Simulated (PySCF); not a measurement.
Gas-phase XPS of `C#CP=C=O`, computed

Species: C3HOP.
Atom-mapped SMILES: `[CH:1]#[C:2][P:3]=[C:4]=[O:5]`

Method: delta-SCF UKS SCAN, pcX-2 on the ionised atom, pcseg-1 elsewhere, spin-free X2C in PySCF. Binding energies are ΔSCF values: E(core-ionised, relaxed orbitals) − E(ground state) at a fixed geometry, referred to the vacuum level.

Q: What binding energy does each computed site have?

A: 
```tsv
atom(s)	environment	level	binding energy (eV)	above the level's lowest (eV)	count
C1	terminal alkyne carbon	C 1s	290.43	0.00	1
C2	alkyne carbon	C 1s	290.92	+0.49	1
P3	phosphorus bonded to 2 C	P 1s	2151.13	0.00	1
O5	oxygen bonded to C	O 1s	540.19	0.00	1
```

Lowest listed C 1s: C1, bonded to C (triple bond) and H. Highest, 0.49 eV above it: C2, bonded to C (triple bond) and P. Summing the Pauling electronegativity differences to the bonded atoms, each weighted by its formal bond order, gives -0.35 for the lowest site and -0.36 for the highest; the largest sum, -0.35, belongs to C1, 0.49 eV below the top. The smallest sum, -0.36, belongs to C2, 0.49 eV above the lowest.

Q: Express the binding energy of P 1s of P3 in atomic units and per mole.

A: 2151.13 eV = 79.0526 Eh = 207552 kJ/mol.

Q: Which photon energy gives electrons from P 1s of P3 a kinetic energy of 20 eV, and what is their de Broglie wavelength?

A: hν = 2151.13 + 20 = 2171.13 eV, recoil neglected; λ = 12.264 Å/√(E/eV) = 2.74 Å.

The list is incomplete; no value stands for C 1s of C4 (hole states with ⟨S²⟩ of 1 or more are left out). The unrestricted hole states depart most from a pure doublet (⟨S²⟩ = 0.75; over 0.85 named) for C 1s of C2 (0.87), which makes this value less certain. Geometry: PBE0-D3(BJ)/def2-SVP; no solvent, vibrations or thermal averaging.
